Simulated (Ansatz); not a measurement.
The cluster Na2O. Charge 0, multiplicity 5. Geometry PBE-D4/def2-TZVP; atoms count from 1.

Cartesian coordinates in Å:
```
Na -2.2357 -2.0982 -0.7457
Na 2.2488 2.0846 0.7442
O -0.0131 0.0135 0.0015
```

In the quintet geometry the species has come apart into loosely held pieces. At PBE0-D4/def2-TZVP a singlet of charge 0 lies 4.36 eV below the quintet, each at its own geometry. The structure comes from a short search, and lower isomers may exist.

Problem. Estimate the Mulliken populations from the PBE0/def2-TZVP orbitals of Ansatz.

Solution. 
```tsv
atom	charge (e)	spin (α − β)
Na1	-0.03	1.00
Na2	-0.03	1.00
O3	0.05	2.01
```
Mulliken values depend strongly on the basis.

Problem. Where does the spin sit?

Solution. Summed by element: Na 1.99, O 2.01, of 4 unpaired in all. Largest on single atoms: O3 2.01, Na1 1.00, Na2 1.00.
